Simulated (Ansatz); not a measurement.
**CHBSi (singlet): from Hartree-Fock to the top rungs at a displaced geometry (v1), cc-pVDZ**

An exercise on one series of results from a longer session: the logs are not shown, and one member is left open.

The runs use Ansatz 0.2.0, Gaussian basis; cc-pVDZ, core rule «outside noble gas», up to 7 orbitals frozen.

To be run: UHF; CCSD(T) on RHF; BCCD(T) on RHF; CISD; CCSDT(Q) on RHF; CASSCF and MRCISD+Q, 8 electrons in 8 orbitals; CASSCF and NEVPT2, 8 electrons in 8 orbitals.

13 further runs of the same task are left out: 4 that didn't finish, 9 set aside as unsound or not needed. Runs told in other sessions of the task aren't counted.

## What is computed

The geometry is a PBE0/def2-TZVP stationary point (not a proven minimum) with its atoms shifted at random (size 0.040 Å).

4 atoms, charge 0, spin multiplicity 1.

Atoms are counted from 1 here; the program's logs count them from 0.

Bond lengths: B1–C2 1.374 Å, B1–H4 1.152 Å, C2–Si3 1.720 Å. Angles: C2–B1–H4 176.7°, B1–C2–Si3 176.9°.

The first run:

in.yaml reads:

```yaml
crystal:
  periodic: [false, false, false]
  atoms:
    - {symbol: B, position_ang: [0.002337, -0.001845, 0.828721]}
    - {symbol: C, position_ang: [0.001504, -0.017987, -0.545032]}
    - {symbol: Si, position_ang: [0.049468, 0.041323, -2.262945]}
    - {symbol: H, position_ang: [-0.053309, -0.021491, 1.979257]}
basis:
  gaussian: {orbitals: cc-pVDZ}
magnetization: {spin_polarized: true, initial_magnetization: 0}
hamiltonian: {xc: hf}
output: {orbitals: {seedname: orbitals}}
```

Run with:

```sh
ansatz run in.yaml --threads 1 --pin off --events-out ev --progress --plain --max-ram 2393MiB
```

Among the steps run: UHF; CCSD(T) on RHF; BCCD(T) on RHF; CISD; CCSDT(Q) on RHF; CASSCF and MRCISD+Q, 8 electrons in 8 orbitals; CASSCF and NEVPT2, 8 electrons in 8 orbitals.

One table of the session follows, with a row left open; its other results are not shown here.

| method | from RCCSDT(Q) (kcal/mol) |
| --- | --- |
| RHF | +203.76 |
| RMP2 | ? |
| CISD | +34.15 |
| RCCSD | +14.08 |
| RCCSD(T) | +1.87 |
| BCCD(T) | +1.75 |
| RCCSDT | +1.28 |
| RCCSDT(Q) | 0 |

Estimate the missing values for RMP2.

**Answer.** from RCCSDT(Q) (kcal/mol): +27.19. In the column «from RCCSDT(Q) (kcal/mol)» it lies between RCCSD (+14.08) and CISD (+34.15).

Left out of the table: CASSCF frontier, NEVPT2 frontier, MRCISD frontier, MRCISD+Q frontier (the active space lost an orbital or holds another state than full CI finds).

To keep in mind: Warnings in the runs' records: passed over end.
